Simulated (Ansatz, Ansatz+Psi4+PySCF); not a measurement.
```xyz
4

Al    0.0000    0.0000    0.0000
Cl    0.0000    2.0690    0.0000
Cl    1.7918   -1.0345    0.0000
Cl   -1.7918   -1.0345    0.0000
```

Basis set: cc-pV(T+d)Z (spherical functions). Left uncorrelated: 20 orbitals. Charge 0, multiplicity 1.

Computed with Ansatz (development build ahead of 0.2.0); each method stands on the lowest determinant of its kind that the runs found. Restricted open shells among the atoms or ions are ROHF, correlated in semicanonical orbitals with singles.

The atomization energy at this shape (free ground-state atoms in the same class of orbitals less the molecule, no zero-point energy) of singlet AlCl3:

| method | atomization energy |
| --- | --- |
| RHF-MP2 | 13.59 eV |

What does RHF give?

11.13 eV.
